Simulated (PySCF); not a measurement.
# How well do the runs reproduce experiment for methylenecyclobutane?

**Experimental background.**

From NIST CCCBDB Release 22 (SRD 101), experimental dipoles, for the gas: dipole moment 0.514 D.

How close the calculation comes is told at the end.

Compound: methylenecyclobutane, C5H8.
Numbering: `[CH2:1]=[C:2]1[CH2:3][CH2:4][CH2:5]1` (hydrogens: H6, H7 on C1; H8, H9 on C3; H10, H11 on C4; H12, H13 on C5)

Structure used (GFN2-xTB), in Å, numbered top down from 1:
```
atom  x, y, z in Å
C1     1.9738   -0.2439   -0.0557
C2     0.6679   -0.0825   -0.0198
C3    -0.2280    1.0877    0.2863
C4    -1.4463    0.1785    0.0386
C5    -0.5008   -0.9974   -0.2701
H6     2.6497    0.5653    0.1652
H7     2.4210   -1.1916   -0.3057
H8    -0.1271    1.9227   -0.4063
H9    -0.1372    1.4709    1.3022
H10   -2.0708    0.4845   -0.7977
H11   -2.0766    0.0265    0.9120
H12   -0.5705   -1.8372    0.4208
H13   -0.5595   -1.3832   -1.2873
```

The PySCF runs (gas phase, on this GFN2-xTB geometry; no spin–orbit coupling):

| level | job | basis functions |
| --- | --- | --- |
| PBE0/pcSseg-1 | shieldings, ring-centre shieldings, charges and field gradients | 125 |
| CAM-B3LYP/def2-SVPD | 8 singlets by full TDDFT, 3 Tamm–Dancoff triplets, polarisability | 164 |
| B3LYP/pcJ-1 | spin–spin couplings from 13 perturbed nuclei, spin–dipole term left out | 215 |

Results beside the measurements:

**Dipole moment.** Measured: 0.514 D (NIST CCCBDB Release 22 (SRD 101), experimental dipoles).

```json
{"level": "PBE0/pcSseg-1", "computed (D)": "0.509", "computed − measured (D)": "-0.005", "% (from the printed values)": "-1"}
{"level": "CAM-B3LYP/def2-SVPD", "computed (D)": "0.553", "computed − measured (D)": "+0.039", "% (from the printed values)": "+8"}
{"level": "B3LYP/pcJ-1", "computed (D)": "0.524", "computed − measured (D)": "+0.010", "% (from the printed values)": "+2"}
```

The computed dipoles belong to one fixed geometry; measured ones are averaged over vibrations unless marked μe. Magnitudes are compared, not signs.

No measured geometry was used, and the causes of the misses weren't examined.
